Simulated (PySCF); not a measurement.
System: C3H2N, net charge -1, singlet state. It need not be the lowest isomer of its formula. Whether it binds its extra electron was not tested at this geometry. SMILES: [CH-]=CC#N
Coordinates optimised at B3LYP-D3(BJ)/def2-TZVP (Ansatz):
```xyz
6

C     -0.3053    -1.7073     0.0220
C      0.4959    -0.6067    -0.0002
C     -0.0356     0.7222    -0.0071
H      0.3663    -2.5946     0.0224
H      1.5977    -0.5930    -0.0150
N     -0.4134     1.8197    -0.0137
```
Charge -1, spin multiplicity 1.

Dispersion corrections to the total energy (kcal/mol) from the dftd3 and dftd4 libraries through PySCF: D3(BJ) without and D4 with the three-body term, each with the damping fitted for the functional named.

```json
[
 {"functional": "BHLYP", "D3(BJ)": "-3.07", "D4": "-2.88"},
 {"functional": "CAM-B3LYP", "D3(BJ)": "___", "D4": "-2.13"},
 {"functional": "B2PLYP", "D3(BJ)": "-1.80", "D4": "___"},
 {"functional": "LC-wPBE", "D3(BJ)": "-2.08", "D4": "-2.85"},
 {"functional": "BLYP", "D3(BJ)": "-4.89", "D4": "-5.86"},
 {"functional": "B3LYP", "D3(BJ)": "-3.98", "D4": "-4.14"},
 {"functional": "HSE06", "D3(BJ)": "___", "D4": "-1.97"}
]
```

Task: Complete the blanks.

Result: 
- CAM-B3LYP, D3(BJ): -1.70
- B2PLYP, D4: -1.79
- HSE06, D3(BJ): -1.41
